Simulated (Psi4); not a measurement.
**SiHCl2 (SMILES Cl[SiH]Cl): U-r2SCAN/6-31G(d) (spherical functions, sweep point 3)**

We compute a geometry optimisation of SiHCl2. 

Program for the calculation: Psi4 1.11.

6 further runs of the same task are left out: 1 that didn't finish, 5 set aside as unsound or not needed.

**1. The system as given**

SiHCl2: 4 atoms, total charge 0, spin state doublet. As SMILES, `Cl[SiH]Cl`. Geometry: relaxed at PBE0-D4/def2-TZVP. The run starts from this shape.

Bond lengths: Cl1–Si2 2.047 Å, Si2–Cl3 2.047 Å, Si2–H4 1.488 Å. Angles: Cl1–Si2–Cl3 110.2°, Cl1–Si2–H4 108.0°, Cl3–Si2–H4 108.0°.

**2. A structure relaxation at U-r2SCAN/6-31G(d) (spherical functions, sweep point 3)**

Input file calc.dat:

```
memory 1600 MB

molecule m {
  0 2
  Cl    -1.646600     0.177800     0.889400
  Si     0.187600    -0.414200     0.200000
  Cl     0.250900    -0.281300    -1.841700
  H      1.208200     0.517700     0.752400
  symmetry c1
}

set {
  basis                6-31G*
  reference            uks
  puream               true
  scf_type             pk
  dft_radial_points    35
  dft_spherical_points 110
  g_convergence        gau_tight
  geom_maxiter         50
  maxiter              150
}

optimize("r2scan")
```

On the command line:

```console
psi4 calc.dat calc.out -n 1
```

**Question.** What will come out? Wanted: total energy at the end; dipole moment; HOMO energy; LUMO energy; ⟨S²⟩.

Answer, from the run:

At U-r2SCAN/6-31G* (spherical functions, sweep point 3):

| quantity | value |
| --- | --- |
| total energy at the end | -1210.39681 Eh |
| dipole moment | 1.42 D |
| HOMO energy (highest over α and β) | -6.14 eV |
| LUMO energy (lowest over α and β) | -3.72 eV |
| ⟨S²⟩ | 0.752 |

What this shows: At the final geometry: Bond lengths: Cl1–Si2 2.067 Å, Si2–Cl3 2.067 Å, Si2–H4 1.492 Å. Angles: Cl1–Si2–Cl3 112.5°, Cl1–Si2–H4 106.7°, Cl3–Si2–H4 106.7°. The optimisation took 6 steps and changed the energy by -0.006 eV.
